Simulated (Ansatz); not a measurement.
**Magnesium, hcp: convergence with Fermi-Dirac smearing**

Computed with Ansatz, r²SCAN, scalar-relativistic PAW, on the relaxed cell (a = 3.179 Å, c = 5.157 Å (c/a = 1.622); spin not included). Errors count from a run at 500 eV on a Γ-centred 19×19×10 mesh with Fermi-Dirac smearing of 0.1 eV, extrapolated to zero width. Fixed here: cutoff 500 eV, mesh 11×11×6. The SCF starts from atomic densities corrected by a trained network.

```tsv
width (eV)	E(σ→0) error (meV/atom)	F error (meV/atom)	P (GPa)	SCF iterations
0.03	-11.6	-11.8	0.01	6
0.1	-10.7	-14.6	0.01	6
0.2	-7.2	-29.5	0.12	6
0.3	-3.8	-59.2	0.29	6
0.6	2.0	-232.5	1.10	6
1.0	-0.3	-649.6	2.85	6
```

Q: What does the run at 0.01 give (width)?

A: E(σ→0) error (meV/atom): -11.5; F error (meV/atom): -11.6; P (GPa): 0.03; SCF iterations: 6.
